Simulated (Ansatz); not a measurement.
Species: C3H5, charge 0, doublet. C3H5 (SMILES [CH]=CC, doublet).
B3LYP-D3(BJ)/def2-TZVP minimum from Ansatz (a program for electronic structure):
```
C
C 1 1.3043
H 2 1.0780 1 138.15
H 1 1.0957 2 118.15 3 0.00
C 1 1.5031 4 115.65 2 -180.00
H 5 1.0889 1 111.21 4 -180.00
H 5 1.0931 6 108.64 1 121.90
H 5 1.0931 6 108.64 7 116.19
```
Charge 0, spin multiplicity 2.

Total energies in hartree (Ansatz). Radicals and triplets start from unrestricted determinants; spin-orbit coupling is neglected. Cores are frozen in correlated methods. No relativity. For partners of very few electrons the exact lower level stands in for a higher one. The UHF reference of C3H5 ([CH]=CC, doublet) is spin-contaminated (<S^2> up to 0.18 over the pure value in the sets run).

```csv
species,HF/cc-pVTZ,CCSD(T)/cc-pVTZ,HF/cc-pVQZ,CCSD(T)/cc-pVQZ,CCSD(T)/cc-pVDZ,CCSDT(Q)/cc-pVDZ
"1: C3H5 (SMILES [CH]=CC, doublet)",-116.47158,-116.99498,-116.47909,-117.02843,-116.87515,-116.87746
2: C (triplet),-37.69157,-37.78076,-37.69331,-37.78654,-37.76038,-37.76071
3: H (doublet),-0.49981,-0.49981,-0.49995,-0.49995,-0.49928,-0.49928
```

**Question.** Work out the atomisation energy (electronic, to ground-state atoms) in kJ/mol: take Hartree-Fock from cc-pVQZ, extrapolate the CCSD(T) correlation energy as X^-3 (X = 3, 4), and add CCSDT(Q) - CCSD(T) in cc-pVDZ. 1 hartree = 2625.5 kJ/mol.

**Answer.** 
Species 1: correlation (64·(-0.54934) - 27·(-0.52340))/37 = -0.56827; step -0.00231; E1 = -116.47909 + (-0.56827) + (-0.00231) = -117.04967
Species 2: correlation (64·(-0.09323) - 27·(-0.08919))/37 = -0.09618; step -0.00033; E2 = -37.69331 + (-0.09618) + (-0.00033) = -37.78982
Species 3: correlation (64·(0.00000) - 27·(0.00000))/37 = 0.00000; step +0.00000; E3 = -0.49995 + (0.00000) + (+0.00000) = -0.49995
-1·E1 +3·E2 +5·E3 = 1.18046 hartree = 3099.3 kJ/mol.
